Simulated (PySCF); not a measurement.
# C4H2 (Diacetylene): the cost of one run

Computed with PySCF 2.14.0 and routines of our own; the level stands in each step. Atoms count from 0.

## Step 1: The system as given

6 atoms, charge 0, multiplicity 1; geometry from: GFN2-xTB.

## Step 2: Geometry optimisation at B3LYP/6-31+G*

The job: settings as JSON, then the geometry in Å.

```
{"job": {"xc": "B3LYP", "basis": "6-31+G*", "grid": 1, "kind": "geom"}, "charge": 0, "multiplicity": 1}
C      1.858390     0.308419     0.073206
C      0.671010     0.112556     0.104253
C     -0.670102    -0.111666     0.142759
C     -1.857539    -0.307001     0.175498
H      2.892007     0.481668     0.048133
H     -2.890644    -0.481987     0.207585
```

Run with:

```sh
$ OMP_NUM_THREADS=1 python excited_run.py task.json out
```

The driver reads the jobs from task.json and runs them one after another.

Q: Estimate the wall time and peak memory of this first job on 1 thread of Arm Neoverse V1, shared host.

About 4.1 s, with a peak of 0.37 GiB.
